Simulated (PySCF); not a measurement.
Two species compared at the same levels of theory.

First species: C3H7OP.
SMILES with atom numbers: `[O:1]=[PH:2]1[CH2:3][CH2:4][CH2:5]1` (hydrogens: H6 on P2; H7, H8 on C3; H9, H10 on C4; H11, H12 on C5)

Structure used (GFN2-xTB), in Å, numbered top down from 1:
```
atom  x, y, z in Å
O1     2.228   -1.330   -0.202
P2     1.082   -0.632    0.376
C3    -0.661   -0.961   -0.133
C4    -0.938    0.555   -0.096
C5     0.524    1.033   -0.192
H6     1.072   -0.586    1.770
H7    -0.660   -1.349   -1.154
H8    -1.305   -1.583    0.483
H9    -1.586    0.917   -0.893
H10   -1.373    0.841    0.861
H11    0.778    1.921    0.381
H12    0.839    1.173   -1.227
```

Second species: C₄H₅Cl.
InChI=1S/C4H5Cl/c1-2-3-4-5/h1H,3-4H2

Levels: CAM-B3LYP/def2-SVPD for dipole moment, HOMO energy, LUMO energy, HOMO–LUMO gap, static isotropic polarisability and electronic spatial extent ⟨r²⟩ about the centre of nuclear charge; TDDFT CAM-B3LYP/def2-SVPD for lowest singlet excitation; TDA CAM-B3LYP/def2-SVPD for lowest triplet excitation (Tamm–Dancoff); GFN2-xTB for rotational constant A and rotational constant C. Geometries: GFN2-xTB. All species are isolated and taken at one optimised geometry, non-relativistic unless stated. Electronic properties by PySCF.

Dipoles, sizes and rotational constants follow the conformer. The torsions of the flexible species, by atom-mapped SMILES:
- `[CH:1]#[C:2][CH2:3][CH2:4][Cl:5]`: C2–C3–C4–Cl5 180°

Q: Which of the two has the higher rotational constant C, and by how much?

A: The first: 2.805 GHz against 1.454 GHz, a difference of 1.351 GHz.

Q: Which of the two has the higher static isotropic polarisability, and by how much?

A: The second: 61.0 au against 58.8 au, a difference of 2.2 au.

Q: Which has the higher HOMO–LUMO gap?

A: The second: 10.55 eV against 10.40 eV, a difference of 0.15 eV.

Q: Which has the higher HOMO energy?

A: The first: -9.24 eV against -9.52 eV, a difference of 0.28 eV.

Q: Which has the higher ⟨r²⟩?

A: The second: 751 bohr² against 495 bohr², a difference of 256 bohr².

Q: Which has the higher dipole moment?

A: The first: 4.46 D against 1.51 D, a difference of 2.95 D.

Q: Which has the higher LUMO energy?

A: The first: 1.16 eV against 1.03 eV, a difference of 0.13 eV.

Q: Which of the two has the higher rotational constant A, and by how much?

A: The second: 26.702 GHz against 8.686 GHz, a difference of 18.016 GHz.

On the first: The dipole matches unit charges of opposite sign 0.93 Å apart (1 e·Å = 4.8032 D). In wavenumbers S1 is 58400 cm⁻¹ (1 eV = 8065.54 cm⁻¹).

On the second: The principal polarisabilities are 46.7, 49.8 and 86.5 au; their mean is the isotropic value. In atomic units the dipole is 0.60 e·bohr (1 au = 2.5417 D).
